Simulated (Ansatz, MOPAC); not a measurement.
System: PH$_{4}$ (charge +1, singlet). SMILES: [PH4+]

Atoms: P1, H2, H3, H4, H5. Bonds: P1-H2, P1-H3, P1-H4, P1-H5.

Bond lengths (Å) and angles (degrees) optimised at PM6 with MOPAC; HF/6-31G* with Ansatz (a quantum-chemistry and plane-wave program); B3LYP/6-31G* with Ansatz, each started from the B3LYP-D3(BJ)/def2-TZVP structure (Ansatz) of the last column. A row stands for all coordinates that are equal there. 6-31G* holds six Cartesian d functions.

| coordinate | PM6 | HF/6-31G* | B3LYP/6-31G* | B3LYP-D3(BJ)/def2-TZVP |
|---|---|---|---|---|
| P1-H2 | 1.453 | 1.379 | 1.400 | 1.398 |
| H2-P1-H3 | 109.5 | 109.5 | 109.5 | 109.5 |

Mean signed difference of all 4 bond lengths from B3LYP-D3(BJ)/def2-TZVP: PM6 0.056 Å, HF/6-31G* -0.018 Å, B3LYP/6-31G* 0.002 Å.
